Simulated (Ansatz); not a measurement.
Steps of a relaxation of C$_{3}$H$_{4}$FN, SMILES `N=C=CCF` with RKS PBE-D4/def2-SVP.

```sh
$ ansatz run in.yaml --threads 2 --pin off --events-out ev --progress --plain --max-ram 4352MiB
```

```yaml
crystal:
  periodic: [false, false, false]
  atoms:
    - {symbol: N, position_ang: [0.620300, 1.830800, -1.239900]}
    - {symbol: C, position_ang: [0.588400, 0.844300, -0.694400]}
    - {symbol: C, position_ang: [0.599900, -0.293600, -0.094100]}
    - {symbol: C, position_ang: [-0.421100, -0.895600, 0.667500]}
    - {symbol: F, position_ang: [-1.602500, -0.126000, 0.628200]}
    - {symbol: H, position_ang: [-0.346300, 2.344500, -1.164600]}
    - {symbol: H, position_ang: [1.586800, -0.852700, -0.109800]}
    - {symbol: H, position_ang: [-0.723800, -1.856700, 0.229900]}
    - {symbol: H, position_ang: [-0.213300, -1.041400, 1.760100]}
basis:
  gaussian: {orbitals: def2-SVP}
hamiltonian: {xc: pbe, dispersion: d4}
relax: {f_tol: 0.03, max_steps: 200}
```

Positions (Å) and forces (eV/Å) along the path, 13 of 13 steps:

```xyz
9
step=1 energy=-7365.3831 eV
N     0.620    1.831   -1.240   -3.102   11.554   -5.060
C     0.588    0.844   -0.694    0.255   -8.138    4.401
C     0.600   -0.294   -0.094    3.744   -2.206    0.064
C    -0.421   -0.896    0.667   -3.082   -0.735    1.671
F    -1.603   -0.126    0.628    0.068    0.282   -0.040
H    -0.346    2.345   -1.165    2.520   -0.313   -0.825
H     1.587   -0.853   -0.110   -0.689    0.466   -0.139
H    -0.724   -1.857    0.230    0.028   -0.802    0.052
H    -0.213   -1.041    1.760    0.258   -0.108   -0.124
9
step=2 energy=-7366.4707 eV
N     0.623    1.968   -1.210   -1.820    0.858    0.987
C     0.599    0.876   -0.650   -0.121   -0.012   -0.178
C     0.626   -0.315   -0.070    1.785   -0.394   -0.499
C    -0.451   -0.944    0.695   -1.524    0.298    1.081
F    -1.605   -0.133    0.663    0.337   -0.197   -0.021
H    -0.330    2.419   -1.345    1.495   -0.412   -0.827
H     1.583   -0.882   -0.156   -0.388    0.014   -0.340
H    -0.746   -1.932    0.279    0.137   -0.135   -0.123
H    -0.212   -1.103    1.778    0.100   -0.020   -0.080
9
step=3 energy=-7367.0115 eV
N     0.597    2.063   -1.061   -0.460   -0.814    1.835
C     0.584    0.909   -0.589   -0.011    0.531   -0.477
C     0.630   -0.326   -0.084    0.953    0.235   -0.381
C    -0.458   -0.946    0.713   -0.887    0.368    0.634
F    -1.603   -0.129    0.680    0.379   -0.252    0.049
H    -0.280    2.337   -1.514    0.220   -0.003   -1.152
H     1.563   -0.907   -0.241   -0.385   -0.096   -0.419
H    -0.745   -1.937    0.289    0.149    0.007   -0.047
H    -0.200   -1.110    1.789    0.042    0.024   -0.041
9
step=4 energy=-7367.1246 eV
N     0.571    2.129   -0.886   -2.771   -0.794   -1.424
C     0.574    0.926   -0.531    0.115    0.709   -0.345
C     0.638   -0.336   -0.095    0.309    0.533   -0.018
C    -0.460   -0.941    0.733   -0.464    0.069   -0.097
F    -1.597   -0.131    0.692    0.291   -0.179    0.103
H    -0.247    2.291   -1.701    2.642   -0.440    1.899
H     1.535   -0.941   -0.330   -0.273   -0.012   -0.211
H    -0.731   -1.935    0.299    0.060    0.033    0.082
H    -0.192   -1.108    1.803    0.090    0.081    0.011
9
step=5 energy=-7367.4787 eV
N     0.460    2.140   -0.852    0.006   -0.673    0.161
C     0.524    0.948   -0.506    0.075    0.252   -0.094
C     0.630   -0.304   -0.072    0.286    0.066   -0.225
C    -0.453   -0.946    0.746   -0.517    0.018   -0.099
F    -1.607   -0.162    0.709    0.191   -0.153    0.095
H    -0.060    2.251   -1.740   -0.007    0.205   -0.056
H     1.476   -0.928   -0.436   -0.199    0.219    0.181
H    -0.699   -1.947    0.317    0.052    0.000    0.063
H    -0.182   -1.098    1.818    0.113    0.067   -0.027
9
step=6 energy=-7367.4978 eV
N     0.461    2.136   -0.846   -0.071   -0.350   -0.020
C     0.515    0.942   -0.520    0.041    0.128   -0.077
C     0.609   -0.313   -0.097    0.178    0.068   -0.059
C    -0.463   -0.952    0.737   -0.345    0.033    0.030
F    -1.621   -0.178    0.727    0.195   -0.141    0.011
H    -0.035    2.279   -1.746    0.055    0.150    0.044
H     1.486   -0.915   -0.408   -0.131    0.085    0.077
H    -0.707   -1.963    0.332    0.017    0.008    0.030
H    -0.155   -1.083    1.803    0.061    0.017   -0.036
9
step=7 energy=-7367.5072 eV
N     0.461    2.132   -0.847   -0.027   -0.037   -0.031
C     0.505    0.938   -0.535   -0.023    0.003   -0.062
C     0.590   -0.316   -0.114    0.068   -0.022    0.042
C    -0.474   -0.961    0.734   -0.090    0.052    0.093
F    -1.635   -0.201    0.739    0.095   -0.074   -0.013
H    -0.004    2.319   -1.753    0.024    0.073    0.017
H     1.483   -0.905   -0.385   -0.037    0.001    0.005
H    -0.709   -1.982    0.352    0.009    0.017   -0.003
H    -0.129   -1.069    1.792   -0.019   -0.014   -0.048
9
step=8 energy=-7367.5074 eV
N     0.477    2.134   -0.850   -0.064    0.078   -0.091
C     0.493    0.938   -0.551    0.081   -0.277    0.174
C     0.580   -0.312   -0.110    0.035    0.126   -0.084
C    -0.473   -0.963    0.740   -0.062    0.107    0.113
F    -1.645   -0.225    0.736    0.007   -0.040   -0.002
H     0.011    2.341   -1.750    0.000    0.101   -0.034
H     1.458   -0.913   -0.393    0.065   -0.005   -0.035
H    -0.683   -1.988    0.361   -0.050   -0.076   -0.009
H    -0.130   -1.059    1.800   -0.011   -0.014   -0.033
9
step=9 energy=-7367.5096 eV
N     0.467    2.132   -0.850   -0.036   -0.005   -0.087
C     0.496    0.935   -0.549    0.001   -0.019    0.011
C     0.583   -0.315   -0.114    0.001    0.031    0.015
C    -0.475   -0.963    0.740   -0.010    0.006    0.048
F    -1.643   -0.223    0.740    0.006    0.007   -0.003
H     0.014    2.348   -1.757    0.026    0.016    0.067
H     1.470   -0.908   -0.387    0.027   -0.015   -0.013
H    -0.695   -1.988    0.363   -0.004   -0.024   -0.010
H    -0.127   -1.065    1.797   -0.011    0.003   -0.028
9
step=10 energy=-7367.5093 eV rejected
N     0.472    2.127   -0.856   -0.031   -0.007    0.063
C     0.501    0.931   -0.551   -0.023    0.053   -0.036
C     0.587   -0.317   -0.113    0.007   -0.051    0.017
C    -0.476   -0.962    0.738    0.045    0.000    0.053
F    -1.642   -0.218    0.736    0.000    0.012   -0.012
H    -0.001    2.353   -1.747    0.025    0.003   -0.047
H     1.476   -0.910   -0.383   -0.014   -0.017   -0.015
H    -0.699   -1.989    0.364    0.009    0.013   -0.012
H    -0.130   -1.062    1.796   -0.018   -0.006   -0.012
9
step=11 energy=-7367.5099 eV
N     0.464    2.128   -0.852    0.029   -0.017    0.035
C     0.497    0.932   -0.551   -0.014    0.033   -0.018
C     0.587   -0.316   -0.112    0.003   -0.029    0.010
C    -0.475   -0.963    0.740    0.025   -0.002    0.010
F    -1.641   -0.219    0.737   -0.006    0.002   -0.004
H     0.011    2.354   -1.753   -0.024    0.011   -0.032
H     1.473   -0.911   -0.388   -0.004    0.000    0.006
H    -0.697   -1.989    0.363   -0.002    0.007    0.000
H    -0.130   -1.063    1.798   -0.008   -0.005   -0.008
9
step=12 energy=-7367.5096 eV rejected
N     0.471    2.127   -0.858   -0.054   -0.002    0.028
C     0.496    0.931   -0.553    0.024   -0.013   -0.010
C     0.588   -0.316   -0.111    0.000    0.030   -0.003
C    -0.475   -0.963    0.740   -0.003   -0.001    0.020
F    -1.640   -0.216    0.741    0.005    0.009   -0.007
H     0.002    2.355   -1.751    0.034   -0.007   -0.014
H     1.478   -0.909   -0.380   -0.012   -0.006   -0.017
H    -0.701   -1.986    0.358    0.005   -0.001    0.001
H    -0.130   -1.069    1.797    0.000   -0.008    0.003
9
step=13 energy=-7367.5100 eV
N     0.464    2.128   -0.854    0.004    0.007    0.006
C     0.496    0.932   -0.551   -0.006   -0.001   -0.009
C     0.588   -0.315   -0.109    0.002   -0.007   -0.003
C    -0.475   -0.962    0.741    0.004   -0.002    0.000
F    -1.640   -0.217    0.739    0.001    0.002    0.000
H     0.009    2.353   -1.755   -0.002   -0.002    0.000
H     1.474   -0.910   -0.386   -0.001    0.002    0.005
H    -0.698   -1.987    0.360    0.001    0.004    0.003
H    -0.131   -1.067    1.798   -0.003   -0.003   -0.001
```

Run time 16 s (2 threads of an Arm Neoverse V2 on a shared host); peak host memory 0.12 GiB.
